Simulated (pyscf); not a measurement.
Optimised with ωB97X-D3(BJ)/def2-SVP in PySCF.

Question: PBE/def2-TZVP puts the barrier of `[CH2]=[CH][CH]=[CH2]` + `[BrH]` → `[CH2]=[CH][CH]([CH3])[Br]` (addition across a multiple bond or ene-type step; singlet surface; Br–H broken, C–H, Br–C formed) at 86.4 kJ/mol and the reaction energy at -75.2 kJ/mol, from the separated reactants. What do PBE0-D3(BJ)/def2-TZVP, M06-2X/def2-TZVP, ωB97M-D3(BJ)/def2-TZVP give on the same structures?

Answer: PBE0-D3(BJ): ΔE‡ = 96.5 kJ/mol, ΔE = -93.7 kJ/mol; M06-2X: ΔE‡ = 119.9 kJ/mol, ΔE = -86.7 kJ/mol; ωB97M-D3(BJ): ΔE‡ = 123.0 kJ/mol, ΔE = -80.7 kJ/mol. PBE's barrier lies under all of them, by 10.1 to 36.7 kJ/mol. Its reaction energy lies over all of them, by 5.5 to 18.6 kJ/mol. Low barriers are usual for a GGA, whose delocalisation error favours stretched bonds. This is the saddle that the search found; another between the same sides may lie lower. Elements up to Kr have no core potential and no relativistic terms here.
